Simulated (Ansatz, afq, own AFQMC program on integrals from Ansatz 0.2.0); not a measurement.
CHO, doublet: AFQMC among the cluster methods

```yaml
atoms:
  - { symbol: O, position_ang: [0.0000, -0.0926, 0.4384] }
  - { symbol: C, position_ang: [0.0000, 0.0614, -0.6649] }
  - { symbol: H, position_ang: [0.0000, 0.7389, 0.9652] }
```

Connectivity, by distances: OH–C.

Basis cc-pVDZ. Noble-gas cores (and the filled d shells of Ga–Kr and In–Xe) are frozen. Ansatz 0.2.0 and our own AFQMC program on the same integrals; the CISD trial comes from CCSD amplitudes, and released means the phaseless constraint is let go. Error bars are statistical, one sigma.

Determinant: UHF, the one that the program's search chose, which needn't be the lowest solution. The geometry is a point of a scan.

No full CI on the walks' own integrals is used here; CCSDT(Q) serves as the reference and is uncertain by about the last step of the cluster series.

```
T1 diagnostic                               : 0.0215
weight of the determinant in the CISD state : 0.903
⟨S²⟩ of the determinant                     : 0.761
size of the correlated space                : 11 electrons in 31 orbitals
```

Reference: CCSDT(Q), correlation energy -8.081 eV. The released energy is read at 2.40 1/Eh (meV from the phaseless value at times in 1/Eh: -6 ± 16 at 0.24, -6 ± 13 at 0.51, 31 ± 12 at 0.99, 10 ± 15 at 1.62, -18 ± 26 at 2.40).

```
         level  E − E(reference) (kJ/mol)  share of correlation (%)
            HF                      779.7                      0.00
           MP2                       75.6                     90.31
          CCSD                       22.6                     97.11
       CCSD(T)                        3.1                     99.60
         CCSDT                        1.7                     99.78
   ph-AFQMC/HF                 -2.6 ± 5.4                    100.34
 ph-AFQMC/CISD                 -0.3 ± 1.3                    100.03
released AFQMC                 -2.0 ± 2.5                    100.25
```

A walk keeps the symmetry of its determinant, which the program's search chose and which needn't be the lowest solution, so a lower state of the same spin and another symmetry isn't excluded. Released energies are given only where the last usable release times agree within the noise; a slower fall can still hide under it.
